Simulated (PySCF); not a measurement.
**CF₂: relaxation and vibrations of the singlet**

Aim: relax CF₂ as a singlet from a bent start, check by its vibrations whether the end is a minimum, and collect its spectrum and constants.

Computed with PySCF 2.14.0. Level: B3LYP, basis C def2-TZVP, F def2-TZVP, no relativity, density fitting.

## Step 1: Where the work starts

3 atoms, charge 0, spin multiplicity 1.

Bond lengths: C1–F2 1.390 Å, C1–F3 1.390 Å. Angles: F2–C1–F3 110.0°.

Coordinates in bohr (charge 0 multiplicity 1):
```
C     0.0000    0.0000    0.0000
F     2.1516    0.0000    1.5067
F    -2.1516    0.0000    1.5067
```

## Step 2: First SCF at the start

One driver script runs all steps and calls PySCF; scf.py shows how it sets up the SCF of each step. The optimiser is the driver's own. After this first run the driver tries any further starts and a stability analysis.

scf.py reads:

```python
from pyscf import gto, scf, dft
mol = gto.M(atom='''
C      0.000000     0.000000     0.000000
F      1.138600     0.000000     0.797300
F     -1.138600     0.000000     0.797300''',
    basis={'C': 'def2-TZVP', 'F': 'def2-TZVP'},
    charge=0, spin=0)
mf = dft.RKS(mol, xc='B3LYP')
mf.grids.atom_grid = (50, 194)
aux = {'C': 'def2-universal-JKFIT', 'F': 'def2-universal-JKFIT'}
mf = mf.density_fit(auxbasis=aux)
mf.conv_tol = 1e-08
mf.diis_space = 10
mf.max_cycle = 60
mf.init_guess = 'minao'
mf.verbose = 4
mf.kernel()
```

On the command line:

```sh
OMP_NUM_THREADS=2 python axn.py task.json out
```

Further steps of the session: Relaxation: bent start, singlet; Vibrations and properties at this point.

**Question.** What will these runs give? Wanted: minimum; geometry; wavenumbers; dipole moment; highest occupied, lowest empty level; polar-tensor charge of C1; zero-point energy; atomisation energy.

The runs gave:

| quantity | value |
| --- | --- |
| minimum | singlet, C2v |
| geometry | C–F 1.304 Å (×2); F–C–F 104.8° |
| wavenumbers (cm⁻¹) | 670 (a1), 1111 (b2), 1228 (a1) |
| dipole moment | 0.63 D |
| highest occupied, lowest empty level | -8.64, -2.66 eV |
| polar-tensor charge of C1 | +0.86 e |
| zero-point energy | 18.0 kJ/mol |
| entropy at 298.15 K | 240.9 J/(mol K) |
| atomisation energy (no zero-point energy) | 1069 kJ/mol |

The bent start keeps its C2v symmetry and ends in a minimum. In the infrared the band at 1111 cm⁻¹ (b2) leads. Only this shape and spin were tried, so other structures or states may lie lower.
